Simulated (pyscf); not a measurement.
Optimised with ωB97X-D3(BJ)/def2-SVP in PySCF.

### Question
Estimate by transition-state theory the rate constant of H₃Ge–GeH(GeH₃)–GeH₃ + hydrogen fluoride (HF) -> F–Ge(GeH₃)(GeH₃)–GeH₃ + hydrogen (H₂) (singlet surface; Ge–H, F–H broken, F–Ge, H–H formed) at 900 K, with ωB97M-D3(BJ)/def2-TZVP energies (ideal gas, 1 atm, RRHO with modes under 100 cm⁻¹ raised to 100, one conformer, R ln 2 for chiral ones without a mode under 150 cm⁻¹; no tunnelling).

### Answer
The electronic barrier is 37.4 kcal/mol and the thermal terms add +25.3, so ΔG‡ = 62.7 kcal/mol. With k_BT/h = 1.88e+13 s⁻¹ and RT = 1.788 kcal/mol, and a volume of 1.23e-19 cm³ per molecule at 1 atm, k = 1.4e-21 cm³ molecule⁻¹ s⁻¹. Wigner's tunnelling factor for 1106i cm⁻¹ would be 1.13. A shift of 1 kcal/mol in the barrier changes k by a factor 1.7. At the saddle there is also a short Ge–H contact that neither side keeps. One saddle was located; it need not be the lowest between these sides. Elements up to Kr have no core potential and no relativistic terms here.
